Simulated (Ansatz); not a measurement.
**BH5S (SMILES [BH3-][SH2+]): single points off equilibrium**

Aim: energy, forces and dipole at a structure displaced at random from a GFN2-xTB minimum, from CCSD(T) and from density functionals.

The runs use Ansatz 0.2.0, Gaussian basis; single points in def2-TZVPP.

Cores are frozen in the correlated methods.

## (1) The starting structure

7 atoms, charge 0, spin multiplicity 1.

Atoms are counted from 1 here; the program's logs count them from 0.

Bond lengths: B1–S2 1.912 Å, B1–H3 1.175 Å, B1–H4 1.220 Å, B1–H5 1.129 Å, S2–H6 1.092 Å, S2–H7 1.403 Å. Angles: S2–B1–H3 108.1°, S2–B1–H4 103.8°, S2–B1–H5 104.7°, H3–B1–H4 112.2°, H3–B1–H5 106.4°, H4–B1–H5 120.8°, B1–S2–H6 101.6°, B1–S2–H7 98.8°, H6–S2–H7 81.9°.

As a file:

```
B    -0.4774   -0.3519   -0.5200
S     0.5858    1.0203    0.2814
H    -1.5992   -0.0040   -0.4978
H    -0.2812   -1.3234    0.1909
H    -0.1669   -0.3586   -1.6053
H     0.4260    0.8291    1.3449
H     1.7499    0.2762    0.5260
```

## (2) CCSD(T)/def2-TZVPP

File run/in.yaml:

```yaml
crystal:
  periodic: [false, false, false]
  atoms:
    - {symbol: B, position_ang: [-0.477400, -0.351900, -0.520000]}
    - {symbol: S, position_ang: [0.585800, 1.020300, 0.281400]}
    - {symbol: H, position_ang: [-1.599200, -0.004000, -0.497800]}
    - {symbol: H, position_ang: [-0.281200, -1.323400, 0.190900]}
    - {symbol: H, position_ang: [-0.166900, -0.358600, -1.605300]}
    - {symbol: H, position_ang: [0.426000, 0.829100, 1.344900]}
    - {symbol: H, position_ang: [1.749900, 0.276200, 0.526000]}
basis:
  gaussian: {orbitals: def2-TZVPP}
correlation: {method: ccsd_t}
output: {forces: true}
```

The command line of these runs was not kept.

## (3) PBE0-D4/def2-TZVPP

run/in.yaml: that of step 2 with these lines changed.

```diff
@@ -12,3 +12,3 @@
   gaussian: {orbitals: def2-TZVPP}
-correlation: {method: ccsd_t}
-output: {forces: true}
+hamiltonian: {xc: pbe0, dispersion: d4}
+output: {forces: true, orbitals: {seedname: orbitals}}
```

## (4) wB97M-V/def2-TZVPP

run/in.yaml: that of step 3 with these lines changed.

```diff
@@ -12,3 +12,3 @@
   gaussian: {orbitals: def2-TZVPP}
-hamiltonian: {xc: pbe0, dispersion: d4}
-output: {forces: true, orbitals: {seedname: orbitals}}
+hamiltonian: {xc: {name: wB97M-V}}
+output: {forces: true}
```

## (5) r2SCAN-D4/def2-TZVPP

run/in.yaml: that of step 4 with these lines changed.

```diff
@@ -12,3 +12,3 @@
   gaussian: {orbitals: def2-TZVPP}
-hamiltonian: {xc: {name: wB97M-V}}
+hamiltonian: {xc: r2scan, dispersion: d4}
 output: {forces: true}
```

## (6) PBE-D4/def2-TZVPP

run/in.yaml: that of step 5 with these lines changed.

```diff
@@ -12,3 +12,3 @@
   gaussian: {orbitals: def2-TZVPP}
-hamiltonian: {xc: r2scan, dispersion: d4}
+hamiltonian: {xc: pbe, dispersion: d4}
 output: {forces: true}
```

## (7) B97M-V/def2-TZVPP

run/in.yaml: that of step 6 with these lines changed.

```diff
@@ -12,3 +12,3 @@
   gaussian: {orbitals: def2-TZVPP}
-hamiltonian: {xc: pbe, dispersion: d4}
+hamiltonian: {xc: {name: B97M-V}}
 output: {forces: true}
```

## (8) HSE06-D4/def2-TZVPP

run/in.yaml: that of step 7 with these lines changed.

```diff
@@ -12,3 +12,3 @@
   gaussian: {orbitals: def2-TZVPP}
-hamiltonian: {xc: {name: B97M-V}}
+hamiltonian: {xc: hse06, dispersion: d4}
 output: {forces: true}
```

(Steps that only read results are left out.)

What does the calculation give? Wanted: energy less free atoms, CCSD(T)/def2-TZVPP; RMS force component; RMS force error; HOMO and LUMO, PBE0-D4; T1 diagnostic.

**Answer**, as computed:

```
                                  quantity                                                                                           value
energy less free atoms, CCSD(T)/def2-TZVPP                                                                                  -1805.8 kJ/mol
                       RMS force component                                                            3.986 to 4.112 eV/Å over the methods
                           RMS force error  PBE0-D4 0.134, wB97M-V 0.051, r2SCAN-D4 0.121, PBE-D4 0.242, B97M-V 0.116, HSE06-D4 0.135 eV/Å
                    HOMO and LUMO, PBE0-D4                                                                              -8.15 and -0.91 eV
                             T1 diagnostic                                                                                           0.011
```

What this shows: Against CCSD(T) the functionals' energies less atoms differ by -67.0 to -42.5 kJ/mol, PBE-D4 by -54.6 kJ/mol. A larger basis would deepen the CCSD(T) value, while the functionals are nearly converged already, so the order here is not reliable. On forces the order runs from wB97M-V to PBE-D4. Frozen-core CCSD(T) forces in triple zeta carry basis errors of their own, and this is one geometry, so small gaps rank nothing.
